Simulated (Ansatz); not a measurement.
Born–Oppenheimer molecular dynamics of CH$_{4}$N$_{2}$S (8 atoms, charge 0, multiplicity 1). It starts from a relaxed structure.

The calculation used RKS PBE0/def2-SVP in Ansatz 0.2.0.

```json
{
 "ensemble": "NVE (velocity Verlet)",
 "time step": "0.25 fs",
 "steps asked": "300",
 "starting velocities drawn for": "300 K",
 "seed": "530252"
}
```

First frame:

```xyz
8
Properties=species:S:1:pos:R:3
N 0.142 1.123 -0.322
C -0.199 -0.191 -0.357
N 0.144 -0.909 0.743
S -0.983 -0.872 -1.655
H -0.218 1.690 -1.077
H 0.344 1.587 0.555
H 0.007 -1.908 0.676
H 0.856 -0.578 1.381
```

What does the run give?

The run went to its last step.

| Item | Value |
| --- | --- |
| steps done | 300 |
| time covered | 75 fs |
| mean temperature over the second half | 168 K |
| spread of the potential energy over the second half | 2.7 meV per atom |
| mean potential energy of the second half above the start | 12.8 meV per atom |

The conserved energy stayed within 0.041 meV per atom of its start (net change 0.019 meV per atom), so the integration is sound. Over the second half the temperature averaged 0.56 of the 300 K drawn at the start: a run that starts near a minimum puts about half its kinetic energy into the potential. A run of 0.075 ps of so small a system gives no equilibrium averages.

What happens to the structure?

The same pairs are bonded in the first frame and the last. Pairs count as bonded within 1.25 times the sum of covalent radii (0.12 Å more for H–H). Another seed would give other details.

How do temperature and energy run in time?


```csv
time (fs),T (K),potential energy less start (eV),conserved less start (meV/atom)
0,300,0.000,0.00
2.5,211,0.069,0.03
5,153,0.115,0.02
7.5,130,0.132,0.03
10,196,0.081,0.01
12.5,163,0.107,0.02
15,67,0.181,0.03
17.5,59,0.187,0.02
20,108,0.149,0.03
22.5,156,0.112,0.01
25,85,0.167,0.03
27.5,105,0.152,0.02
30,126,0.135,0.03
32.5,204,0.075,0.01
35,177,0.095,0.03
37.5,189,0.086,0.02
40,193,0.083,0.02
42.5,208,0.072,0.02
45,194,0.083,0.02
47.5,178,0.094,0.03
50,185,0.089,0.01
52.5,132,0.130,0.03
55,140,0.124,0.01
57.5,123,0.138,0.03
60,182,0.091,0.01
62.5,139,0.125,0.03
65,152,0.115,0.01
67.5,130,0.132,0.03
70,197,0.080,0.01
72.5,186,0.088,0.02
75,154,0.114,0.02
```

The run took 8.2 min on 1 thread of Intel(R) Xeon(R) 6975P-C (Granite Rapids) (shared host), peak memory 0.17 GiB.
